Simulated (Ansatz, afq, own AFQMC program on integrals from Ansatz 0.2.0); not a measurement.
Si3Ge2H9, doublet: AFQMC among the cluster methods

```xyz
14

Si   -1.1082    1.5316    0.6341
Si   -0.0095   -0.0626    1.9565
Ge    1.4716   -1.2933    0.5351
Ge    0.8252   -0.6275   -1.7335
Si   -1.2935    0.4586   -1.4569
H    -0.2391    2.7425    0.4805
H    -2.4232    1.9472    1.2136
H    -0.9768   -0.9563    2.6766
H     1.3074   -2.8116    0.7510
H     2.9454   -0.9272    0.8013
H     0.7508   -1.8356   -2.6887
H     1.8660    0.3679   -2.2889
H    -1.6256    1.3825   -2.5875
H    -2.3583   -0.5905   -1.3578
```

Basis def2-SVP. Noble-gas cores (and the filled d shells of Ga–Kr and In–Xe) are frozen. AFQMC by an in-house program on the Cholesky factors that Ansatz 0.2.0 writes for its CCSD(T) run. ph-AFQMC/CISD is guided by a CISD state made of CCSD amplitudes; releasing the constraint for a short imaginary time cuts its bias at the price of noise, slowly where states lie close. Uncertainties: one standard error, sampling alone. No spin–orbit coupling.

Determinant: UHF, the one that the program's search chose, which needn't be the lowest solution. The geometry is a PBE0/def2-SVP stationary point of this or a neighbouring charge and spin state.

No full CI on the walks' own integrals is used here. The released AFQMC energy serves as the reference, which it does only where one determinant dominates, the energy is flat over the last release times and near the phaseless one (40 meV or 2 meV an electron, half that with transition metals). On small molecules, where full CI could be run and the noise was under 10 meV, such values lay within 10 meV of it in 19 cases of 20, a flattering rate, since the rule was set on those same cases; what remains of the bias isn't in the error bar.

Cautions: no relativity below Rb; no spin-orbit coupling; inner d shell frozen; the released value is read at 0.63 1/Eh with a noise of 17 meV, more than in the cases checked, later times being too noisy (meV from the phaseless value at times in 1/Eh: -15 ± 13 at 0.21, -16 ± 17 at 0.42, -27 ± 17 at 0.63, -18 ± 24 at 0.90).

The T1 diagnostic is 0.0148, the weight of the determinant in the CISD state is 0.734 and the ⟨S²⟩ of the determinant is 0.760. The size of the correlated space is 29 electrons in 120 orbitals.

```json
{"level": "MP2", "correlation energy (eV)": "-12.7279"}
{"level": "CCSD", "correlation energy (eV)": "-15.1924"}
{"level": "CCSD(T)", "correlation energy (eV)": "-15.7128"}
```

**Question.** Estimate where phaseless AFQMC with a CISD trial lies against CCSD(T) on the same integrals.

**Answer.** 9.6 ± 0.9 kJ/mol below CCSD(T).

Reference: AFQMC with the constraint released, correlation energy -15.839 ± 0.017 eV.

```tsv
level	E − E(reference) (kJ/mol)	share of correlation (%)
CCSD(T)	12.2 ± 1.6	99.20
ph-AFQMC/CISD	2.6 ± 1.8	99.83
```

Released energies are given only where the last usable release times agree within the noise; a slower fall can still hide under it.
